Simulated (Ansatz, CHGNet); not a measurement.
For zinc-blende AlN (metastable phase), the machine-learned potential CHGNet-r²SCAN (trained on r²SCAN data) gives:

lattice parameter a: 4.367 Å
TO(Γ) frequency: 470 cm⁻¹
elastic constant C11: 265 GPa
elastic constant C44: 102 GPa
polycrystal shear modulus: 63.2 GPa

What does Hartree–Fock (Ansatz, a first-principles code, PAW) give for the same quantities?


- lattice constant a: 4.360 Å (drops by 0.2 %)
- zone-centre TO phonon frequency: 688 cm⁻¹ (increases by 46 %)
- elastic constant C11: 349 GPa (increases by 32 %)
- elastic constant C44: 229 GPa (increases by 120 %)
- Voigt–Reuss–Hill shear modulus: 157 GPa (rises by 150 %)

Changes are worked out from the printed values.

Unless a cell is named, each level is at its own relaxed cell (CHGNet-r²SCAN 10.41, Hartree–Fock 10.36 Å³/atom).

Ansatz's density-functional and Hartree–Fock values are scalar-relativistic unless marked +SOC, with PAW data made under PBE.
